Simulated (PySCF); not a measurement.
**Boron: a sound run and one with changed settings**

Sound run: B [He] 2s2 2p1, B⁺ [He] 2s2. Calculation: PySCF 2.14, in pcseg-2; the non-relativistic Hamiltonian (point nucleus). The sound run starts from symmetry-adapted Hartree-Fock orbitals and uses a fine grid where one is needed.

Changed run: initial guess 1e, at most 50 SCF cycles, level shift 10.0 hartree.

```tsv
species	method	sound run (hartree)	changed run (hartree)	converged
B	UHF	-24.52921	-24.52816	no
B	B3LYP	-24.66382	-24.65811	no
B	TPSS	-24.66619	-24.65937	no
B⁺	UHF	-24.23482	-24.23479	no
B⁺	B3LYP	-24.34220	-24.34203	no
B⁺	TPSS	-24.34363	-24.34334	no
```

A level shift slows the SCF but leaves a converged energy unchanged.
